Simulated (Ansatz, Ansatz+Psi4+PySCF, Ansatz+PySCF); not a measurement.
```xyz
2

Be    0.0000    0.0000    0.2697
H     0.0000    0.0000   -2.4269
```

Basis set: cc-pVTZ on H; cc-pCVTZ on Be (spherical functions). All electrons are correlated. Correlation on ROHF uses semicanonical orbitals with singles. Charge 0, multiplicity 2.

Computed with Ansatz (development build ahead of 0.2.0); each method stands on the lowest determinant of its kind that the runs found.

**Question.** Give the atomization energy at this shape (free ground-state atoms in the same class of orbitals less the molecule, no zero-point energy) of doublet BeH by UHF-CCSD(T), ROHF-MP2.

**Answer.**

| method | atomization energy |
| --- | --- |
| UHF-CCSD(T) | 0.06 eV |
| ROHF-MP2 | 0.00 eV |

Caution: large amplitudes, a single reference is doubtful; the shape is not the minimum. Caution for UHF-CCSD(T): the unrestricted determinant is spin contaminated.
